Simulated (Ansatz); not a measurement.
A calculation with Ansatz (development build ahead of 0.2.0).

```yaml
crystal:
  periodic: [false, false, false]
  atoms:
    - { symbol: C, position_ang: [0.0, 0.0, 0.0] }
    - { symbol: C, position_ang: [0.9547, 0.9547, 0.9547] }
    - { symbol: C, position_ang: [0.9547, -0.9547, -0.9547] }
    - { symbol: C, position_ang: [-0.9547, 0.9547, -0.9547] }
    - { symbol: C, position_ang: [-0.9547, -0.9547, 0.9547] }
    - { symbol: H, position_ang: [0.29723, 1.65632, 1.65632] }
    - { symbol: H, position_ang: [1.65632, 0.29723, 1.65632] }
    - { symbol: H, position_ang: [1.65632, 1.65632, 0.29723] }
    - { symbol: H, position_ang: [0.29723, -1.65632, -1.65632] }
    - { symbol: H, position_ang: [1.65632, -0.29723, -1.65632] }
    - { symbol: H, position_ang: [1.65632, -1.65632, -0.29723] }
    - { symbol: H, position_ang: [-1.65632, 0.29723, -1.65632] }
    - { symbol: H, position_ang: [-1.65632, 1.65632, -0.29723] }
    - { symbol: H, position_ang: [-0.29723, 1.65632, -1.65632] }
    - { symbol: H, position_ang: [-1.65632, -1.65632, 0.29723] }
    - { symbol: H, position_ang: [-0.29723, -1.65632, 1.65632] }
    - { symbol: H, position_ang: [-1.65632, -0.29723, 1.65632] }
basis:
  gaussian: { orbitals: cc-pVDZ }
hamiltonian:
  xc: hf
correlation:
  method: mp2
  frozen_orbitals: { C: 1, H: 0 }
```

The input is written out in the form of the current development build from the run's settings.

The run gave:

```json
{
 "Converged": "yes",
 "Reference energy": "-196.25483 hartree",
 "Correlation energy": "-0.75707 hartree",
 "Total energy": "-197.01190 hartree",
 "Spin squared of the determinant": "0.000"
}
```

Caution: no unrestricted run beside it, a lower state can exist.
